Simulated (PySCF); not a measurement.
Molecule: `C(=C)C(Cl)Cl`, C$_{3}$H$_{4}$Cl$_{2}$.

Geometry:
```json
{"atom": "C1", "x (Å)": "-1.360", "y (Å)": "0.168", "z (Å)": "0.333"}
{"atom": "C2", "x (Å)": "-0.286", "y (Å)": "-0.449", "z (Å)": "-0.158"}
{"atom": "C3", "x (Å)": "1.080", "y (Å)": "0.132", "z (Å)": "-0.094"}
{"atom": "Cl4", "x (Å)": "2.154", "y (Å)": "-0.918", "z (Å)": "0.874"}
{"atom": "Cl5", "x (Å)": "1.741", "y (Å)": "0.342", "z (Å)": "-1.739"}
{"atom": "H6", "x (Å)": "-2.351", "y (Å)": "-0.289", "z (Å)": "0.271"}
{"atom": "H7", "x (Å)": "-1.290", "y (Å)": "1.148", "z (Å)": "0.814"}
{"atom": "H8", "x (Å)": "-0.355", "y (Å)": "-1.430", "z (Å)": "-0.638"}
{"atom": "H9", "x (Å)": "1.090", "y (Å)": "1.120", "z (Å)": "0.381"}
```

Geometry PBE0-D3(BJ)/def2-SVP throughout; GIAO in PySCF 2.14, gas phase, one conformer, non-relativistic; equivalent atoms averaged; functional PBE0.

**Question.** How do the absolute shieldings σ depend on the basis set? (ppm; last column core-seconds on 1 thread of an Arm Neoverse V1, shared host)

**Answer.** 
```
    basis set  functions     C1     C2     C3  Cl4/Cl5     H8     H6     H7     H9  core-s
       STO-3G         37  126.7  127.6  158.4    921.1  26.86  26.92  27.23  28.14     2.2
        6-31G         61   84.3   64.4  120.3    674.3  26.27  27.06  27.07  26.66     4.2
     pcSseg-0         61   62.9   45.3  104.9    694.7  26.77  27.30  27.16  27.13     3.5
       6-31G*         86   82.2   61.7  116.8    680.2  25.87  26.84  26.80  26.11     5.7
     def2-SVP         98   79.5   55.9  111.2    728.8  25.32  26.30  26.18  25.66     5.5
      cc-pVDZ         98   81.6   57.6  111.7    701.4  25.25  26.10  26.02  25.69     6.2
     pcSseg-1        119   61.8   37.1   99.6    646.6  25.11  25.91  25.87  25.53       8
  aug-cc-pVDZ        159   80.9   54.9  111.2    685.2  24.92  25.99  25.95  25.29      12
6-311+G(2d,p)        175   67.6   40.0  102.1    645.2  25.11  26.23  26.15  25.40      13
    def2-TZVP        191   66.8   38.9  101.8    634.2  25.12  26.21  26.13  25.44      16
      cc-pVTZ        214   67.8   41.2  102.6    678.1  25.00  26.01  25.94  25.25      18
     IGLO-III        233   61.6   32.1   98.3    640.0  24.98  26.13  26.05  25.34      19
     pcSseg-2        250   60.0   31.8   97.1    643.2  24.86  25.95  25.87  25.16      22
```

**Question.** Which nucleus moves most, in ppm?

**Answer.** Cl4/Cl5 (chlorine bonded to C): from 634.2 ppm with def2-TZVP to 921.1 ppm with STO-3G. The smallest spread is 1.36 ppm, at H7. Proton shifts span only some 12 ppm, so a few tenths of a ppm matter as much there as several ppm in carbon.

**Question.** Taking the largest basis, pcSseg-2 (250 functions), as the yardstick, rank the others by their worst heavy-atom deviation.

**Answer.** IGLO-III 3.2 ppm (233 functions), pcSseg-1 5.2 ppm (119 functions), 6-311+G(2d,p) 8.2 ppm (175 functions), def2-TZVP 8.9 ppm (191 functions), 6-31G 32.5 ppm (61 functions), cc-pVTZ 34.9 ppm (214 functions), 6-31G* 37.1 ppm (86 functions), aug-cc-pVDZ 42.0 ppm (159 functions), pcSseg-0 51.6 ppm (61 functions), cc-pVDZ 58.3 ppm (98 functions), def2-SVP 85.6 ppm (98 functions), STO-3G 277.9 ppm (37 functions).

A small basis that lands close on one nucleus may do so by chance; judge by the trend and by all nuclei.
